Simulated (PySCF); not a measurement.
Species: cyclopropane, C3H6.
InChI=1S/C3H6/c1-2-3-1/h1-3H2

Computed with PBE0/def2-SVPD in PySCF (dipole) on a GFN2-xTB geometry, gas phase.

Take the most abundant isotopes and a rigid rotor. 

Q: Give the principal moments of inertia and the rotational constants in GHz.

A: Ia = 24.76, Ib = 24.77, Ic = 39.67 u·Å²; 505379 MHz·u·Å²/I gives 20408, 20406 and 12741 MHz, that is A = 20.408, B = 20.406, C = 12.741 GHz.

Q: Classify the top.

A: An oblate symmetric top, as the point group D3h requires two equal moments; the computed ones differ by 0.01 % because the geometry is symmetric only within the optimiser's tolerance; Ray's κ = 1.000.

Q: Is it planar, by Δ = Ic − Ia − Ib?

A: Not planar: Δ = Ic − Ia − Ib = -9.86 u·Å². For a rigid frame Δ = −2 Σ m c², so Σ m c² = 4.93 u·Å² lies off the ab plane, practically all of it from hydrogen. The atom farthest from that plane is 0.90 Å away.

Q: Give the other two planar moments, Paa and Pbb, and the rms extents of the mass along the axes.

A: Paa = Σ m a² = (Ib + Ic − Ia)/2 = 19.83 and Pbb = Σ m b² = (Ia + Ic − Ib)/2 = 19.83 u·Å². With the mass M = 42.05 u, the rms extents √(P/M) along a, b and c are 0.69, 0.69, 0.34 Å.

The point group D3h allows no dipole (computed: 0.00 D), so a rigid rotor has no electric-dipole lines.

Q: Estimate the classical rotational partition function at 25 K, 200 K and 298.15 K.

A: Point group D3h, symmetry number σ = 6; q = (√π/σ)·√((kT/h)³/(ABC)), k/h = 20836.6 MHz/K: 48.2 at 25 K, 1090 at 200 K, 1990 at 298.15 K.

GFN2-xTB frequencies: not computed here. Constants of a rigid frame at the computed geometry: no zero-point averaging, no centrifugal distortion.
